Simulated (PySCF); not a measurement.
PySCF job for BF₃, SMILES FB(F)F (connectivity only; charge and spin as stated), charge +1, multiplicity 2, TDA-PBE/def2-SVPD. The structure is a stationary point at ωB97X-D3(BJ)/def2-TZVP. The multiplicity is an assumed one; other spin states were not compared. The isomer is the one that the SMILES or the coordinates give; other isomers of the formula were not compared.

```python
import numpy as np
from pyscf import gto, scf, dft, tdscf

mol = gto.M(
    atom='''
    B     0.00000000   -0.00000000   -0.17977370
    F     0.00000000   -0.00000001   -1.43227343
    F     0.00000000   -0.98564134    0.76607386
    F     0.00000000    0.98564135    0.76607385
    ''',
    basis='def2-SVPD',
    charge=1,
    spin=1,
    max_memory=1600,
    verbose=4,
)
mf = dft.UKS(mol, xc='pbe').density_fit(auxbasis='def2-universal-jkfit')
mf.grids.level = 3
mf.conv_tol = 1e-9
mf.max_cycle = 100
mf.kernel()
fine, coarse = mf.grids, dft.Grids(mol).set(level=1).build(with_non0tab=True)
for _ in range(3):  # follow internal instabilities
    mf.grids = coarse
    mo, _, stable, _ = mf.stability(return_status=True, nroots=4)
    mf.grids = fine
    if stable:
        break
    mf.kernel(mf.make_rdm1(mo, mf.mo_occ))
mf.grids = dft.Grids(mol).set(level=1).build(with_non0tab=True)  # coarser grid for the response kernel
td = tdscf.TDA(mf)
td.nstates = 10
td.conv_tol = 1e-4
td.positive_eig_threshold = 1e-6
td.kernel(x0=td.get_init_guess(mf, 15))
td.analyze()
```

Program output:

```
PySCF version 2.14.0

[INPUT] verbose = 4
[INPUT] num. atoms = 4
[INPUT] num. electrons = 31
[INPUT] charge = 1
[INPUT] spin (= nelec alpha-beta = 2S) = 1
[INPUT] symmetry False subgroup None
[INPUT] Mole.unit = angstrom
[INPUT] Symbol           X                Y                Z      unit          X                Y                Z       unit  Magmom
[INPUT]  1 B      0.000000000000   0.000000000000  -0.179773700000 AA    0.000000000000   0.000000000000  -0.339723057400 Bohr   0.0
[INPUT]  2 F      0.000000000000  -0.000000010000  -1.432273430000 AA    0.000000000000  -0.000000018897  -2.706604518191 Bohr   0.0
[INPUT]  3 F      0.000000000000  -0.985641340000   0.766073860000 AA    0.000000000000  -1.862592189649   1.447669786588 Bohr   0.0
[INPUT]  4 F      0.000000000000   0.985641350000   0.766073850000 AA    0.000000000000   1.862592208547   1.447669767691 Bohr   0.0

nuclear repulsion = 111.203149478087
number of shells = 35
number of NR pGTOs = 129
number of NR cGTOs = 89
basis = def2-SVPD
ecp = {}


[settings echo left out]
init E= -324.353640388627
  alpha nocc = 16  HOMO = -0.418282793138625  LUMO = -0.0399298549933551
  beta  nocc = 15  HOMO = -0.45448225605702  LUMO = -0.418282793138627

WARN: HOMO -0.418282793138625 >= LUMO -0.418282793138627

cycle= 1 E= -323.415603347785  delta_E= 0.938  |g|= 0.346  |ddm|= 2.03
  alpha nocc = 16  HOMO = -0.650384832299021  LUMO = -0.373700895691802
  beta  nocc = 15  HOMO = -0.672633457798088  LUMO = -0.647197858153914
  HOMO = -0.650384832299  LUMO = -0.647197858154  gap/eV = 0.08672
cycle= 2 E= -322.640025559905  delta_E= 0.776  |g|= 1.35  |ddm|= 1.42
  alpha nocc = 16  HOMO = -0.723762750142957  LUMO = -0.371622128745188
  beta  nocc = 15  HOMO = -0.714839809167976  LUMO = -0.665620258245082
  HOMO = -0.714839809168  LUMO = -0.665620258245  gap/eV = 1.33933
cycle= 3 E= -323.432254909348  delta_E= -0.792  |g|= 0.298  |ddm|= 1.16
  alpha nocc = 16  HOMO = -0.747585112557895  LUMO = -0.343564425720519
  beta  nocc = 15  HOMO = -0.738443265950968  LUMO = -0.689842434283304
  HOMO = -0.738443265951  LUMO = -0.689842434283  gap/eV = 1.32250
cycle= 4 E= -323.46477317138  delta_E= -0.0325  |g|= 0.0789  |ddm|= 0.295
  alpha nocc = 16  HOMO = -0.724020473786173  LUMO = -0.331220163344913
  beta  nocc = 15  HOMO = -0.716161098564623  LUMO = -0.676025785390507
  HOMO = -0.716161098565  LUMO = -0.676025785391  gap/eV = 1.09214
cycle= 5 E= -323.467065767186  delta_E= -0.00229  |g|= 0.0283  |ddm|= 0.0975
  alpha nocc = 16  HOMO = -0.724311265081627  LUMO = -0.33499706473221
  beta  nocc = 15  HOMO = -0.719770285757931  LUMO = -0.682799468244883
  HOMO = -0.719770285758  LUMO = -0.682799468245  gap/eV = 1.00603
cycle= 6 E= -323.4672977514  delta_E= -0.000232  |g|= 0.00921  |ddm|= 0.0388
  alpha nocc = 16  HOMO = -0.726118745379914  LUMO = -0.335241640547365
  beta  nocc = 15  HOMO = -0.721379613940252  LUMO = -0.682038807506226
  HOMO = -0.72137961394  LUMO = -0.682038807506  gap/eV = 1.07052
cycle= 7 E= -323.46733928597  delta_E= -4.15e-05  |g|= 0.0031  |ddm|= 0.0179
  alpha nocc = 16  HOMO = -0.725600334775448  LUMO = -0.335188344418018
  beta  nocc = 15  HOMO = -0.72114477088272  LUMO = -0.682114528654228
  HOMO = -0.721144770883  LUMO = -0.682114528654  gap/eV = 1.06207
cycle= 8 E= -323.467343555578  delta_E= -4.27e-06  |g|= 0.000508  |ddm|= 0.00329
  alpha nocc = 16  HOMO = -0.725525728719754  LUMO = -0.335190703451401
  beta  nocc = 15  HOMO = -0.721099321464969  LUMO = -0.682142482149799
  HOMO = -0.721099321465  LUMO = -0.68214248215  gap/eV = 1.06007
cycle= 9 E= -323.467343676585  delta_E= -1.21e-07  |g|= 4.32e-05  |ddm|= 0.000655
  alpha nocc = 16  HOMO = -0.725526179019541  LUMO = -0.335193431446557
  beta  nocc = 15  HOMO = -0.721101941775125  LUMO = -0.682148478788005
  HOMO = -0.721101941775  LUMO = -0.682148478788  gap/eV = 1.05998
cycle= 10 E= -323.467343676953  delta_E= -3.68e-10  |g|= 2.73e-05  |ddm|= 5.23e-05
  alpha nocc = 16  HOMO = -0.725536079651242  LUMO = -0.335193483086013
  beta  nocc = 15  HOMO = -0.721109869918366  LUMO = -0.682142612218779
  HOMO = -0.721109869918  LUMO = -0.682142612219  gap/eV = 1.06035
Extra cycle  E= -323.467343668937  delta_E= 8.02e-09  |g|= 0.000143  |ddm|= 0.000147
converged SCF energy = -323.467343668937  <S^2> = 0.7519848  2S+1 = 2.0019838
tot grids = 21080
uhf_internal: lowest eigs of H = [0.08648313 0.09538649 0.1239314  0.23554209]
<class 'pyscf.df.df_jk.DFUKS'> wavefunction is stable in the internal stability analysis
tot grids = 21080
Overwritten attributes  positive_eig_threshold  of <class 'pyscf.tdscf.uks.TDA'>


******** <class 'pyscf.tdscf.uks.TDA'> for <class 'pyscf.df.df_jk.DFUKS'> ********
nstates = 10
deg_eia_thresh = 1.000e-03
wfnsym = None
conv_tol = 0.0001
eigh lindep = 1e-12
eigh level_shift = 0
eigh max_cycle = 100


Excitation energies (eV)
[ 1.32286464  1.34579253  1.56134     3.31095736  3.41358024  4.20233688
  4.79981028  6.58301505 10.21953865 10.33629459]

** Excitation energies and oscillator strengths **
Excited State   1:      1.32286 eV    937.24 nm  f=0.0000
      13b ->   16b     -0.99960
Excited State   2:      1.34579 eV    921.27 nm  f=0.0000
      14b ->   16b     -0.99961
Excited State   3:      1.56134 eV    794.09 nm  f=0.0113
      15b ->   16b     -0.98824
Excited State   4:      3.31096 eV    374.47 nm  f=0.0000
      11b ->   16b      0.99936
Excited State   5:      3.41358 eV    363.21 nm  f=0.0131
       8b ->   16b      0.19769
       9b ->   16b      0.57076
      12b ->   16b      0.78808
Excited State   6:      4.20234 eV    295.04 nm  f=0.0078
      10b ->   16b      0.99428
Excited State   7:      4.79981 eV    258.31 nm  f=0.0253
       8b ->   16b      0.56683
       9b ->   16b     -0.72563
      12b ->   16b      0.36163
Excited State   8:      6.58302 eV    188.34 nm  f=0.1631
      14a ->   17a     -0.19308
       8b ->   16b     -0.78017
       9b ->   16b     -0.34579
      12b ->   16b      0.39717
      13b ->   17b     -0.19192
Excited State   9:     10.21954 eV    121.32 nm  f=0.0001
      15a ->   17a      0.68813
      11b ->   17b     -0.11267
      14b ->   17b     -0.70824
Excited State  10:     10.33629 eV    119.95 nm  f=0.0000
      16a ->   17a      0.55560
      15b ->   17b     -0.82849

** Transition electric dipole moments (AU) **
state          X           Y           Z        Dip. S.      Osc.
  1        -0.0262     -0.0000     -0.0000      0.0007      0.0000
  2         0.0002     -0.0000      0.0000      0.0000      0.0000
  3         0.0000      0.0000     -0.5445      0.2965      0.0113
  4         0.0000     -0.0000      0.0000      0.0000      0.0000
  5         0.0000     -0.3965      0.0000      0.1572      0.0131
  6        -0.0000     -0.0000      0.2748      0.0755      0.0078
  7        -0.0000     -0.4642     -0.0000      0.2155      0.0253
  8        -0.0000     -1.0056     -0.0000      1.0112      0.1631
  9        -0.0000      0.0000     -0.0172      0.0003      0.0001
 10        -0.0000     -0.0000      0.0000      0.0000      0.0000

** Transition velocity dipole moments (imaginary part, AU) **
state          X           Y           Z        Dip. S.      Osc.
  1        -0.0073     -0.0000      0.0000      0.0001      0.0007
  2         0.0000      0.0000     -0.0000      0.0000      0.0000
  3        -0.0000     -0.0000      0.0929      0.0086      0.1003
  4         0.0000      0.0000     -0.0000      0.0000      0.0000
  5         0.0000      0.0820     -0.0000      0.0067      0.0357
  6        -0.0000     -0.0000     -0.0328      0.0011      0.0047
  7        -0.0000      0.0678      0.0000      0.0046      0.0174
  8        -0.0000      0.0771     -0.0000      0.0059      0.0164
  9        -0.0000      0.0000     -0.0029      0.0000      0.0000
 10        -0.0000      0.0000     -0.0000      0.0000      0.0000

** Transition magnetic dipole moments (imaginary part, AU) **
state          X           Y           Z
  1        -0.0000      0.5103     -0.0033
  2        -0.0000     -0.0029     -0.5518
  3         0.0001     -0.0000     -0.0000
  4         0.0000     -0.0000     -0.5059
  5         0.1644      0.0000      0.0000
  6         0.0002      0.0000     -0.0000
  7         0.6598     -0.0000      0.0000
  8        -0.7934      0.0000      0.0000
  9         0.0000      0.0000      0.0000
 10        -0.0000     -0.0000      0.1908
```

The run converged.
